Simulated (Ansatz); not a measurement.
A made-up structure of CHSSi (charge -1), closed shell:

```
4
angstrom
C 0.0021 -0.1993 0.4146
Si -1.4315 0.8545 -0.2905
S 0.8838 0.2201 -1.3843
H 0.5456 -0.8753 1.2602
```

It is relaxed with PBE-D4/def2-SVPD and then PBE0-D4/def2-TZVPD (Ansatz 0.2.0). Atoms count as bonded within 1.22 times the sum of their covalent radii (H–H: 0.88 Å). The end point is not checked to be a true minimum.

Problem. Does its bonding change? (Judge from chemistry; the calculation decides.)

Solution. Computed: Yes. Formed: Si2–S3; broken: none.

Where it ends: The first stage lowers the energy by 0.80 eV in 7 steps. It ends as CHSSi ([CH]1[Si][S]1), total charge -1:
```xyz
4
angstrom
C 0.0019 -0.1780 0.3702
Si -1.2782 0.7629 -0.2593
S 0.7891 0.1967 -1.2360
H 0.4872 -0.7815 1.1251
```

Labels in which every atom is bracketed show which atoms are joined, not bond orders.

For scale, one of the runs: PBE0-D4/def2-TZVPD relaxation, 135 basis functions, launched by `ansatz run in.yaml --threads 2 --pin off --events-out ev --progress --plain --max-ram 4352MiB`. The run took about 20 s on 2 CPU threads of an Arm Neoverse V1 (shared host).
